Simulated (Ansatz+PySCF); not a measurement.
## doublet N2H: levels of theory in one basis

```xyz
3

N    -0.0333    0.0000    0.0000
N     1.1949    0.0000    0.0000
H     1.6616    0.9366    0.0000
```

Basis set: cc-pVTZ (spherical functions). Left uncorrelated: 2 orbitals. Correlation on ROHF uses semicanonical orbitals with singles. Charge 0, multiplicity 2.

Computed with Ansatz (development build ahead of 0.2.0) and PySCF 2.14.0; each method stands on the lowest determinant of its kind that the runs found.

| method | E − E(ROHF) (eV) | <S²> of the determinant |
| --- | --- | --- |
| ROHF | 0.00 | 0.75 |
| UHF | -0.35 | 1.03 |
| ROHF-MP2 | -10.40 | – |
| UHF-MP2 | -9.74 | 1.03 |

Problem. What does ROHF-CCSD(T) give on the same scale?

Solution. -11.23 eV.

Caution for UHF, UHF-MP2: the unrestricted determinant is spin contaminated. Caution for ROHF-MP2, UHF-MP2: forces differ strongly between restricted and unrestricted references.
